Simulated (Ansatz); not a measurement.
Total energies of [S3]- (S3⁻) from Ansatz at PBE-D4/def2-TZVPD, gas phase (1 Eh = 27.2114 eV = 2625.5 kJ/mol). The reference geometry is relaxed at r2SCAN-D4/def2-TZVPD.

```xyz
3

S    -0.7202    1.5647    0.1505
S     0.4576    0.1022   -0.5273
S     0.2626   -1.6669    0.3768
```

```
            state                         geometry  energy (Eh)
charge -1 doublet                        reference  -1194.20325
 charge 0 singlet                        reference  -1194.11321
 charge 0 singlet  relaxed at r2SCAN-D4/def2-TZVPD  -1194.11664
```

Work out the vertical ionisation energy to the singlet.

E(charge 0 singlet) − E(charge -1 doublet) = -1194.11321 − (-1194.20325) = 0.09004 Eh = 2.45 eV. For comparison, −ε of the highest occupied level of the spin that leaves is -0.34 eV at this level, 2.79 eV less.

How much does the charge 0 singlet relax, and what is the adiabatic ionisation energy?

Relaxation: -1194.11321 − (-1194.11664) = 0.00343 Eh = 0.09 eV. Adiabatic ionisation energy: 0.08661 Eh = 2.36 eV, without zero-point energy. 

At PBE-D4/def2-TZVPD the highest occupied level of the charge -1 doublet lies above zero (up to 0.34 eV). By energy differences its removal costs 2.45 eV (vertical, to the charge 0 singlet, at PBE-D4/def2-TZVPD); a positive level beside a positive removal energy at the same level points to self-interaction error. The restricted singlet is unstable towards broken spin symmetry in Hartree–Fock (as tested in another run); at PBE-D4/def2-TZVPD this wasn't settled.
